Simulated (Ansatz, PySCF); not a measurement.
Pair of molecules: CH3NO (SMILES NC=O) (first 6 atoms) with CH3NO (SMILES NC=O); geometry from S22 set.
(charge 0, multiplicity 1):
| atom | x (Å) | y (Å) | z (Å) |
|---|---|---|---|
| C | -2.0186 | 0.0529 | 0.0000 |
| O | -1.4522 | 1.1436 | 0.0000 |
| N | -1.4078 | -1.1425 | 0.0000 |
| H | -1.9646 | -1.9770 | 0.0000 |
| H | -0.3872 | -1.2078 | 0.0000 |
| H | -3.1171 | -0.0137 | 0.0000 |
| C | 2.0186 | -0.0529 | 0.0000 |
| O | 1.4522 | -1.1436 | 0.0000 |
| N | 1.4078 | 1.1425 | 0.0000 |
| H | 1.9646 | 1.9770 | 0.0000 |
| H | 0.3872 | 1.2078 | 0.0000 |
| H | 3.1171 | 0.0137 | 0.0000 |

Basis-set superposition error: the interaction energy with monomers in their own basis, and in the dimer's basis (counterpoise).

Programs: Ansatz (Gaussian orbitals); PySCF for 6-31G* rows, M06-2X. 

| level | uncorrected (kJ/mol) | counterpoise (kJ/mol) | difference |
|---|---|---|---|
| revPBE/def2-TZVPPD | -46.9 | -46.4 | 0.5 |
| r2SCAN/def2-TZVPPD | -66.5 | -66.0 | 0.4 |
| B3LYP/def2-TZVPPD | -58.9 | -58.5 | 0.5 |
| BHLYP/def2-TZVPPD | -64.6 | -64.2 | 0.4 |
| M06-2X/def2-TZVPPD | -66.4 | -66.0 | 0.4 |
| wB97M-V/def2-TZVPPD | -66.6 | -66.1 | 0.4 |
| MP2/6-31G* | -75.9 | -54.0 | 22.0 |
| SCS-MP2/aug-cc-pVDZ | -62.3 | -52.8 | 9.5 |
| SCS-MP2/aug-cc-pVQZ | -61.7 | -58.9 | 2.8 |
| CCSD(T)/aug-cc-pVDZ | -68.3 | -58.7 | 9.6 |

The error is largest for MP2/6-31G* (22.0 kJ/mol) and smallest for BHLYP/def2-TZVPPD (0.4 kJ/mol).

Ansatz is a first-principles code.
